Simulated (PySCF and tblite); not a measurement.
Results of a calculation; reference values are marked as such.
C2H2F2, numbered as in [F:1]/[CH:2]=[CH:3]\[F:4].

Conformers came from 45 starts (ETKDG and KDG, MMFF94s, GFN2-xTB); geometries are PBE0-D3(BJ)/def2-SVP. Energies: CAM-B3LYP-D3(BJ)/def2-TZVP (IEF-PCM, chloroform), with GFN2-xTB thermal terms (modes under about 100 cm⁻¹ blended into free rotors). Symmetry numbers and mirror images are counted. Conformers within 2.5 kcal/mol (GFN2-xTB free energy) were kept, 4 at most. GIAO shieldings: wB97X-D/pcSseg-1 (IEF-PCM, chloroform). Shifts are against TMS (¹H), TMS (¹³C), CFCl3 (¹⁹F) at the same level. (PySCF 2.14, tblite 0.8.)

Question: List the conformer-averaged shifts at 298.15 K.

Answer: ¹H: 6.48 (H2/H3, 2H) ppm. ¹³C: 145.7 (C2/C3) ppm. ¹⁹F: -159.5 (F1/F4) ppm.

Unscaled ¹⁹F shifts at such levels can be off by tens of ppm; differences between conformers or isomers are more reliable. Shifts are unscaled: against experiment ¹³C can be off by 15 ppm or more and ¹H by 0.8 ppm.
